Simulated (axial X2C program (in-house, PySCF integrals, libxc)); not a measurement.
## Which functional? An output for SH⁻

An SCF output computed with an in-house relativistic program for diatomic molecules for SH⁻ at 1.350 Å, two-component, state Ω = 0, S dyall-av3z [9s8p3d2f], H dyall-av3z [7s3p2d] (cores contracted in-house), without its first line:

```
basis functions 88  fitting functions 444  grid points 4351
iter        total energy     max residual
   1       -399.165068517     1.17e-01
   2       -399.171774146     4.78e-03
   3       -399.172035741     4.13e-03
   4       -399.172068541     1.01e-03
   5       -399.172071682     1.63e-04
   6       -399.172071901     8.28e-05
   7       -399.172071920     8.99e-06
   8       -399.172071920     1.50e-06
converged
one-electron -569.24605794  Coulomb 189.50316378  exact exchange -25.64045109  xc functional 0.00000000  nuclear repulsion 6.27172991  atomic mean-field constant -0.06045657
```

Which level of theory produced it?
A. PBE0
B. B97-3
C. HF

C. The exact-exchange term against the functional term shows a share of 1 of exact exchange.
